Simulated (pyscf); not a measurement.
Structures and frequencies: ωB97X-D3(BJ)/def2-SVP in PySCF.

Q: PBE/def2-TZVP puts the barrier of GeH₃• (SMILES [GeH3]) + H₂O (SMILES O) → HO–GeH₂• (SMILES [OH][GeH2]) + H₂ (SMILES [H][H]) (four-centre exchange; doublet surface; Ge–H, H–O broken, Ge–O, H–H formed) at 117.4 kJ/mol and the reaction energy at -12.1 kJ/mol, from the separated reactants. What do B3LYP-D3(BJ)/def2-TZVP, PBE0-D3(BJ)/def2-TZVP, ωB97M-D3(BJ)/def2-TZVP give on the same structures?

A: B3LYP-D3(BJ): ΔE‡ = 138.2 kJ/mol, ΔE = -13.0 kJ/mol; PBE0-D3(BJ): ΔE‡ = 137.7 kJ/mol, ΔE = -3.7 kJ/mol; ωB97M-D3(BJ): ΔE‡ = 150.0 kJ/mol, ΔE = -5.6 kJ/mol. PBE's barrier lies under all of them, by 20.3 to 32.6 kJ/mol. Its reaction energy matches one of them and lies within 8.4 kJ/mol of the others. Low barriers are usual for a GGA, whose delocalisation error favours stretched bonds. At the saddle there is also a short Ge–H contact that neither side keeps. This is the saddle that the search found; another between the same sides may lie lower. Elements up to Kr have no core potential and no relativistic terms here.
